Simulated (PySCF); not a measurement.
# LiP: frontier orbitals

r²SCAN0 at R = 2.331 Å; PySCF, no relativity, basis sets Li def2-SVPD, P def2-SVPD. State: ³Σ⁻ (triplet), unpaired electrons π ↑↑. Only the outer orbitals are listed, counted within each symmetry.

| spin | orbital | occ. | ε (eV) | on Li (%) | main shells (%) |
| --- | --- | --- | --- | --- | --- |
| α | 4σ | 1 | -56.63 | 100 | 100 Li s |
| α | 5σ | 1 | -14.79 | 2 | 98 P s |
| α | 2π | 1 | -5.87 | 5 | 94 P p |
| α | 2π | 1 | -5.87 | 5 | 94 P p |
| α | 6σ | 1 | -5.36 | 17 | 81 P p, 13 Li s |
| α | 7σ | 0 | -1.13 | 95 | 67 Li s, 28 Li p |
| α | 3π | 0 | 0.43 | 93 | 93 Li p |
| α | 3π | 0 | 0.43 | 93 | 93 Li p |
| β | 4σ | 1 | -56.63 | 100 | 100 Li s |
| β | 5σ | 1 | -11.97 | 3 | 96 P s |
| β | 6σ | 1 | -4.71 | 22 | 76 P p, 17 Li s |
| β | 2π | 0 | -1.32 | 31 | 69 P p, 31 Li p |
| β | 2π | 0 | -1.32 | 31 | 69 P p, 31 Li p |
| β | 7σ | 0 | -0.71 | 94 | 73 Li s, 21 Li p |

Problem. Which are the highest filled and the lowest empty level, where do they sit, and how wide is the gap?

Solution. Highest filled β 6σ at -4.71 eV (in %: 76 P p, 17 Li s); lowest empty β 2π at -1.32 eV (in %: 69 P p, 31 Li p); the gap at r²SCAN0 is 3.39 eV.

* bond order (Mayer): 0.89
* ⟨S²⟩: 2.009
* charge on Li (Mulliken, basis-dependent): 0.46
* charge on Li (Löwdin, basis-dependent): 0.30
* dipole moment (positive dipole means Li(−)P(+)): -6.87 D

The state is the lowest determinant that a PBE0 search found; another state may lie lower at other levels.
